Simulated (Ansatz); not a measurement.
A calculation with Ansatz (development build ahead of 0.2.0).

```yaml
crystal:
  periodic: [false, false, false]
  atoms:
    - { symbol: C, position_ang: [0.0, 0.0, 0.0] }
    - { symbol: H, position_ang: [0.0, 1.242, -0.8505] }
    - { symbol: O, position_ang: [0.0, 0.0, 1.176] }
basis:
  gaussian: { orbitals: cc-pVDZ }
magnetization:
  spin_polarized: true
  initial_magnetization: 1
hamiltonian:
  xc: hf
correlation:
  method: ccsd_t
  frozen_orbitals: { C: 1, H: 0, O: 1 }
```

The input is written out in the form of the current development build from the run's settings.

Results

- Converged: yes
- Reference energy: -113.23021 hartree
- CCSD correlation energy: -0.31129 hartree
- Triples correction: -0.01208 hartree
- Total energy: -113.55358 hartree
- Spin squared of the determinant: 0.807
